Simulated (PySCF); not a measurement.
Compound: CH₄AlF.
Structure used (PBE0-D3(BJ)/def2-SVP), in Å, numbered top down from 1:
```xyz
7
CH4AlF angstrom
C     -0.8706   -0.1544    0.1905
Al     0.9838    0.2577   -0.2067
F      1.9896   -1.0050   -0.6402
H     -1.4588    0.7417    0.4433
H     -1.3520   -0.6416   -0.6745
H     -0.9512   -0.8620    1.0327
H      1.6674    1.6851   -0.1732
```

Computed, not measured: core-valence-separated Tamm–Dancoff BHandHLYP/aug-pcX-1 (pcseg-1 on H, def2-SVPD on Al) in PySCF, non-relativistic, gas phase, PBE0-D3(BJ)/def2-SVP geometry. No empirical shift is added; at this level the pattern usually sits a few eV under experiment.

The lowest roots of each edge with f over 0.003 (five at most, numbered afresh; weaker and dark ones are left out), with transition dipoles (au) in the frame of the coordinates:

| root | edge | E (eV) | μx | μy | μz |
| --- | --- | --- | --- | --- | --- |
| 1 | C | 284.43 | 0.0211 | -0.0026 | -0.0046 |
| 2 | C | 285.45 | 0.0551 | -0.0221 | -0.0147 |
| 3 | C | 285.80 | -0.0146 | 0.0070 | -0.0655 |
| 4 | C | 285.95 | 0.0300 | 0.0624 | 0.0000 |
| 5 | C | 286.24 | -0.0139 | 0.0177 | 0.0049 |
| 6 | F | 683.26 | -0.0063 | 0.0040 | -0.0256 |
| 7 | F | 684.05 | 0.0120 | -0.0135 | -0.0052 |
| 8 | F | 685.89 | 0.0099 | 0.0161 | 0.0001 |
| 9 | F | 686.25 | 0.0123 | -0.0162 | -0.0056 |
| 10 | F | 686.71 | -0.0154 | -0.0111 | 0.0023 |

What are the oscillator strengths?

f = (2/3) ΔE |μ|², with ΔE in hartree (27.2114 eV):

```tsv
root	ΔE (Eh)	|μ|² (au)	f	core hole on
1	10.4525	0.000472	0.003	C1
2	10.4903	0.003739	0.026	C1
3	10.5028	0.004551	0.032	C1
4	10.5083	0.004800	0.034	C1
5	10.5189	0.000531	0.004	C1
6	25.1095	0.000712	0.012	F3
7	25.1383	0.000354	0.006	F3
8	25.2061	0.000358	0.006	F3
9	25.2191	0.000447	0.008	F3
10	25.2361	0.000366	0.006	F3
```

Molecules are fixed in this frame and the field points along (1, 0, −1)/√2. What effective strengths 3 f cos²θ do the roots have (θ between field and μ)?

root 1 (C1): 0.007, root 2 (C1): 0.051, root 3 (C1): 0.027, root 4 (C1): 0.009, root 5 (C1): 0.004, root 6 (F3): 0.009, root 7 (F3): 0.007, root 8 (F3): 0.002, root 9 (F3): 0.008, root 10 (F3): 0.008. Root 2 is the strongest. Averaged over all orientations cos²θ is 1/3, which gives f back.

On one thread, Intel Xeon at 2.50 GHz (x86_64), shared host with 64 logical CPUs at a one-minute load of 59, this took 8.1 s of wall time and 0.45 GiB of memory at its peak.
